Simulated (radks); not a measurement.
# O²⁺ in [He] 2s2 2p2: an all-electron calculation

The task here is to estimate one member of a computed series from the others.

Method: non-relativistic Kohn-Sham, PBE, spin-polarised, spherical densities, point nucleus; open shells are filled with parallel spins first. Code: radks (a radial shooting solver on a logarithmic mesh, Libxc functionals) version 1.

### What is computed

- element: oxygen (Z = 8)
- charge: +2
- electrons: 6
- configuration: [He] 2s2 2p2

Outer shells as boxes (Hund's rule):

O²⁺
```
[He] core
2s [↑↓]
2p [↑ ][↑ ][  ]
```

The first run:

Input:

```text
Z 8
configuration [He] 2s2 2p2
relativity non-relativistic
functional pbe,pbe
spin polarised
nucleus point
```

One table of the session follows, with a row left open; its other results are not shown here.

It belongs to the step «Shells». Radial moments (bohr):

| level | <r> | outermost maximum (interpolated) | 90 % within |
| --- | --- | --- | --- |
| 1s up | 0.1998 | 0.129 | 0.358 |
| 1s down | ? | ? | ? |
| 2s up | 1.021 | 0.828 | 1.60 |
| 2s down | 1.045 | 0.839 | 1.64 |
| 2p up | 0.9880 | 0.737 | 1.64 |
| 2p down | 1.026 | 0.753 | 1.72 |

Estimate the missing values for 1s down.

**Answer.** <r>: 0.1993; outermost maximum (interpolated): 0.129; 90 % within: 0.357. In the column «<r>» it is the lowest.

Caveats from the session: Open shells are spherical and high-spin; term and fine-structure splittings are not resolved.
